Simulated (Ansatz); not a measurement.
# CCl (sextet): from Hartree-Fock to the top rungs, def2-TZVPP

One table from this session's results is given with a row withheld; the runs are named, their logs left out.

Program: Ansatz 0.2.0, Gaussian basis. Level of theory: def2-TZVPP, core rule «outside noble gas», up to 6 orbitals frozen. These are calculated values, not measurements.

The runs, in order: UHF; ROHF; CCSD(T) on UHF.

## The geometry

The geometry is a PBE0/def2-TZVP stationary point (not a proven minimum) of the parent state, kept for this charge and spin.

2 atoms, charge 0, spin multiplicity 6.

Atoms are counted from 1 here; the program's logs count them from 0.

Bond lengths: C1–Cl2 1.644 Å.

The first run:

in.yaml

```yaml
crystal:
  periodic: [false, false, false]
  atoms:
    - {symbol: C, position_ang: [0.000000, 0.000000, 0.000000]}
    - {symbol: Cl, position_ang: [0.000000, 0.000000, 1.644200]}
basis:
  gaussian: {orbitals: def2-TZVPP}
magnetization: {spin_polarized: true, initial_magnetization: 5}
hamiltonian: {xc: hf}
output: {orbitals: {seedname: orbitals}}
```

Run with:

```
ansatz run in.yaml --threads 1 --pin off --events-out ev --progress --plain --max-ram 4096MiB --backend cpu
```

Steps of the session up to this table: UHF; ROHF; CCSD(T) on UHF.

One of the session's tables, all rows but one given; the rest of the session is left out.

| method | from UCCSD(T) (meV) |
| --- | --- |
| ROHF | ? |
| UHF | +7284.6 |
| UMP2 | +1151.0 |
| UCCSD | +263.9 |
| UCCSD(T) | 0 |

Q: Estimate the row for ROHF from the others.

As computed: from UCCSD(T) (meV): +7583.3. In the column «from UCCSD(T) (meV)» it is the highest.
